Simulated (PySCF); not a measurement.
Compound: fluoroethene, C₂H₃F.
Atom-mapped SMILES: `[CH2:1]=[CH:2][F:3]` (hydrogens: H4, H5 on C1; H6 on C2)

The geometry is computed with GFN2-xTB (gas phase).

Task: List the bond lengths and angles at this level.

Result: 
| bond | length (Å) | order |
| --- | --- | --- |
| C1=C2 | 1.314 | double |
| C2–F3 | 1.342 | single |
| C1–H4 | 1.073 | single |
| C1–H5 | 1.075 | single |
| C2–H6 | 1.081 | single |

Orders are formal, as drawn. A selection of angles:
| angle | degrees |
| --- | --- |
| C2–C1–H4 | 120.6 |
| C2–C1–H5 | 121.4 |
| H4–C1–H5 | 118.0 |
| C1–C2–F3 | 122.0 |
| C1–C2–H6 | 126.5 |
| F3–C2–H6 | 111.5 |

Point group: Cs (tolerance 0.08 Å). Not checked by GFN2-xTB frequencies.


Species: TeMe2, C₂H₆Te.
Bonds: Te1–C2, Te1–C6. Hydrogens: H3, H4, H5 on C2; H7, H8, H9 on C6.

Method: PBE0-D3(BJ)/def2-SVP geometry optimisation, gas phase, def2 core potentials past Kr in PySCF.

Problem. List the bond lengths and angles at this level.

Solution. 
```
                  bond  length (Å)
        Te1–C2, Te1–C6       2.152
C2–H3 and 5 like bonds       1.098
```

Bonds in one row agree within 0.01 Å and their mean is given. A selection of angles:
```
    angle  degrees
C2–Te1–C6     93.7
Te1–C2–H3    109.9
Te1–C2–H5    107.6
 H3–C2–H4    110.5
 H3–C2–H5    109.4
```

Te1 (tellurium bonded to 2 C) is bent (angle 93.7°).

Point group: C2v (every atom within 0.08 Å of its image). No frequency check.
